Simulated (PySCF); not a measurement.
Open-shell species derived from `FC=C1CCC1`. All by UKS B3LYP (pcH-1 on C F H) in PySCF, non-relativistic with spin–orbit coupling as a perturbation, on GFN2-xTB geometries; isolated species, one conformer each; SCF stability not tested. Couplings are magnitudes for isotopes of over 50 % abundance, averaged over nuclei equivalent by connectivity (but not across a short bond from an atom whose three angles sum to over 350°); populations are Mulliken's. A GFN2-xTB geometry isn't a minimum of the functional, and hyperfine couplings can be far from their values at a DFT geometry.

```tsv
species	change	⟨S²⟩	g1	g2	g3	largest spin population on	largest couplings
F/C=C1/[CH]CC1	H removed from sp3 C	0.776	2.0021	2.0036	2.0042	carbon bonded to 2 C and H (0.66)	1 × 19F 96 MHz, 2 × 1H 77 MHz, 1 × 1H 43 MHz, 1 × 1H 41 MHz, and 1 smaller
FC=C1C[CH]C1	H removed from sp3 C	0.755	2.0022	2.0029	2.0029	carbon bonded to 2 C and H (1.02)	2 × 1H 120 MHz, 2 × 1H 117 MHz, 1 × 1H 65 MHz, 1 × 19F 2 MHz
```

Question: Predict the same entries for `F[C]=C1CCC1` [radical] (H removed from sp2 C).

Answer: ⟨S²⟩: 0.760; g1: 2.0020; g2: 2.0021; g3: 2.0043; largest spin population on: carbon bonded to C and F (0.94); largest couplings: 1 × 19F 373 MHz, 2 × 1H 13 MHz, 2 × 1H 9 MHz, 2 × 1H 2 MHz. The Mulliken spin populations are largest on C2 (+0.94), C3 (-0.13), C6 (+0.10) and F1 (+0.08). C2 is the only atom above +0.15. The positive populations add up to 1.15 and the negative ones to -0.15, together 2S = 1. (Numbering: [F:1][C:2]=[C:3]1[CH2:4][CH2:5][CH2:6]1 (hydrogens: H7, H8 on C4; H9, H10 on C5; H11, H12 on C6).)

Question: Which has the highest and which the lowest g_iso, and which the widest g anisotropy?

Answer: Highest: F/C=C1/[CH]CC1 (2.0033, largest spin population on carbon bonded to 2 C and H). Lowest: FC=C1C[CH]C1 (2.0027, largest spin population on carbon bonded to 2 C and H). Widest: F[C]=C1CCC1, g3 − g1 = 0.0023, which alone would spread the powder pattern at 94 GHz over 3.8 mT.

Question: How many first-order lines does each doublet give under fast tumbling, over what width, and where is its centre at 9.5 GHz?

Answer: 
| species | lines | width (mT) | centre (mT) |
| --- | --- | --- | --- |
| F[C]=C1CCC1 | 54 | 15.0 | 338.90 |
| F/C=C1/[CH]CC1 | 72 | 13.1 | 338.82 |
| FC=C1C[CH]C1 | 36 | 19.3 | 338.93 |

Splittings under 0.05 mT aren't counted.
